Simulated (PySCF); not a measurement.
Energy landscape of H2N, quartet: collinear N-H-H surface. Scanned: N-H distance and H-H distance.

Level of theory: PySCF with unrestricted B3LYP/6-31G*, spherical d.

Energy in kcal/mol above the lowest grid point; x is the N-H distance (Å), y the H-H distance (Å).

```csv
y \ x,0.88,0.96,1.03,1.11,1.24,1.33,1.44,1.54,1.73,1.94,2.22,2.65,3.02
2.15,42.7,29.1,25.1,26.2,34.7,43.0,53.6,63.0,77.9,88.7,96.3,100.9,102.2
1.84,43.3,29.4,25.1,25.8,33.7,41.3,51.1,59.6,72.5,81.7,88.2,92.2,93.5
1.51,45.3,30.5,25.4,25.1,31.0,37.0,44.5,50.6,59.4,65.2,69.1,71.3,71.9
1.33,47.9,32.0,26.0,24.4,28.1,32.4,37.7,41.8,47.3,50.5,52.3,53.2,53.5
1.25,49.6,33.1,26.4,24.1,26.4,29.7,33.8,36.9,40.8,42.9,43.9,44.4,44.6
1.12,53.8,35.8,27.8,23.8,23.4,24.7,26.6,27.9,29.3,29.7,29.8,29.9,30.0
1.03,58.1,38.9,29.6,24.2,21.4,21.2,21.4,21.5,21.2,20.7,20.2,20.1,20.2
0.94,64.4,43.5,32.8,25.7,20.2,18.3,16.7,15.6,13.7,12.3,11.4,11.1,11.1
0.86,72.4,49.7,37.4,28.6,20.4,16.9,13.8,11.6,8.5,6.4,5.1,4.6,4.6
0.82,77.6,53.9,40.8,30.9,21.3,17.0,13.1,10.4,6.6,4.2,2.7,2.2,2.1
0.74,91.3,65.4,50.3,38.4,25.8,19.9,14.4,10.6,5.7,2.6,0.8,0.1,0.0
0.69,103.0,75.6,59.1,45.7,31.2,24.2,17.8,13.4,7.7,4.3,2.2,1.4,1.3
0.63,121.6,92.0,73.9,58.7,41.7,33.4,25.8,20.7,14.2,10.3,8.0,7.1,7.0
```

Points that lie below all their neighbours on the grid: x = 3.02, y = 0.74 on the edge of the grid (0.0 kcal/mol).
